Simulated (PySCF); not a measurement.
Task: Give a GFN2-xTB geometry of `CSC1=CC1`.

Result: 
```
atom  x, y, z in Å
C1     1.926    0.346   -0.066
S2     0.823    0.079   -1.493
C3    -0.650   -0.148   -0.657
C4    -1.933   -0.378   -0.621
C5    -1.260   -0.197    0.713
H6     2.920    0.514   -0.467
H7     1.592    1.217    0.489
H8     1.919   -0.537    0.565
H9    -2.855   -0.562   -1.109
H10   -1.079   -1.058    1.350
H11   -1.400    0.726    1.269
```

Orientation and origin are arbitrary. Atoms count from 1 in this order. The 5 heavy atoms lie in one plane (0.001 Å rms). The 2 C–S bonds span 1.709 Å (S2–C3, drawn single) to 1.823 Å (C1–S2, drawn single), a spread of 0.114 Å. The 3-membered ring C3–C4–C5 has internal angles of 51.4° to 64.5°. The C–C distances run from 1.304 Å (C3=C4, drawn double) to 1.505 Å (C4–C5, drawn single), a spread of 0.201 Å.

Bonds between heavy atoms (Å): C1–S2 1.823, S2–C3 1.709, C3=C4 1.304, C4–C5 1.505, C3–C5 1.500.

Structure optimised with GFN2-xTB, isolated species.

Point group: Cs (tolerance 0.08 Å). Whether it is a minimum is left open (no frequencies). One conformer, not necessarily the lowest (C1–S2–C3–C4 180°).

These are computed values.
